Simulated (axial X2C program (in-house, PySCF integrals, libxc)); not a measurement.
## Worked dissociation energy of MgC⁻: PBE0, spin-free

Calculated with an axial X2C code built on PySCF integrals. Spin-free means the one-electron spin-free X2C Hamiltonian. Basis: Mg dyall-av3z [10s9p6d4f], C dyall-av3z [8s7p3d2f] (cores contracted in-house); Gaussian nuclei, density fitting, unrestricted open shells. Masses: Mg 23.985 u, C 12.000 u.

Molecular state: M_S = 3/2, Λ = 0 (beyond evenly filled blocks: σα, π+α, π-α).

| Property | Result |
| --- | --- |
| E(Mg) (2M_S = 0, M_L = 0) | -200.280671 hartree |
| E(C-) (2M_S = 3, M_L = 0) | -37.874909 hartree |
| E(MgC⁻) at Re | -238.212062 hartree |
| ωe | 425.9 cm⁻¹ |
| ωexe | 4.94 cm⁻¹ |

Problem. Work out De and D0.

Solution. De = -200.280671 + (-37.874909) − (-238.212062) = 0.05648 hartree = 1.537 eV. The zero-point energy is ωe/2 − ωexe/4 = 212 cm⁻¹ = 0.026 eV, so D0 = 1.511 eV.

Occupations by symmetry block were frozen at the best pattern of an incomplete PBE0 search. Dissociation energies refer to the lowest single-determinant-based atoms at the same level and basis. Other states lie close and PBE0, whose exact exchange favours high spin, may order them wrongly; the determinant shown need not be the ground state. The nearest other spin-free determinant of the search, M_S = 1/2, Λ = 0, lies 0.47 eV up at the distance of the search. The highest occupied level of some functionals is positive through self-interaction error; at Hartree–Fock it is bound.

Each atomic determinant is the lowest at this level and need not be a pure term. Totals compare only within one Hamiltonian and basis.
